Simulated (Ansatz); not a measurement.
Scan of H6, lowest singlet found (which spin is the ground state isn't settled by this scan): linear chain of 6 equally spaced H atoms, symmetric stretch. Scanned: H-H spacing.

Computed with: UKS-PBE/aug-cc-pVDZ = unrestricted PBE/aug-cc-pVDZ run with Ansatz (a quantum-chemistry and plane-wave program); UKS-B3LYP/aug-cc-pVDZ = Ansatz with unrestricted B3LYP/aug-cc-pVDZ; FCI/aug-cc-pVDZ = full CI/aug-cc-pVDZ, frozen core run with Ansatz.

Energies relative to the lowest point of each profile, in kcal/mol; the last columns give the error against full CI:

```tsv
r / Å	UKS-PBE/aug-cc-pVDZ	UKS-B3LYP/aug-cc-pVDZ	FCI/aug-cc-pVDZ	UKS-PBE/aug-cc-pVDZ − FCI/aug-cc-pVDZ	UKS-B3LYP/aug-cc-pVDZ − FCI/aug-cc-pVDZ
0.63	182.5	177.2	181.9	0.6	-4.7
0.70	92.2	88.2	90.9	1.3	-2.8
0.77	39.5	36.6	38.2	1.3	-1.6
0.84	11.7	10.0	10.8	0.9	-0.9
0.90	1.5	0.6	1.0	0.4	-0.4
0.96	0.0	0.0	0.0	0.0	0.0
1.03	6.0	7.0	6.4	-0.4	0.6
1.12	21.6	23.8	22.1	-0.5	1.8
1.23	47.6	51.3	47.4	0.2	3.9
1.35	79.9	84.7	77.8	2.1	6.9
1.53	128.8	131.5	121.8	7.0	9.7
1.71	170.0	170.4	159.0	10.9	11.4
1.98	213.6	212.0	198.8	14.7	13.2
2.25	236.9	235.8	221.6	15.4	14.2
2.61	—	—	235.4	—	—
3.06	—	—	241.1	—	—
```

UKS-PBE/aug-cc-pVDZ is furthest from FCI/aug-cc-pVDZ at 2.25 (15.4 kcal/mol, above); its mean absolute error over the points is 4.0 kcal/mol.

UKS-B3LYP/aug-cc-pVDZ is furthest from FCI/aug-cc-pVDZ at 2.25 (14.2 kcal/mol, above); its mean absolute error over the points is 5.1 kcal/mol.

A dash means that the run gave no value there, or that the column was ended at a point which the program doubted or which failed a test of continuity chosen for this set; such a test can also cut sound points.

The unrestricted determinant behind UKS-PBE/aug-cc-pVDZ, UKS-B3LYP/aug-cc-pVDZ is spin-contaminated on part of the scan (<S²> up to 2.9, against 0.00 for the pure state).
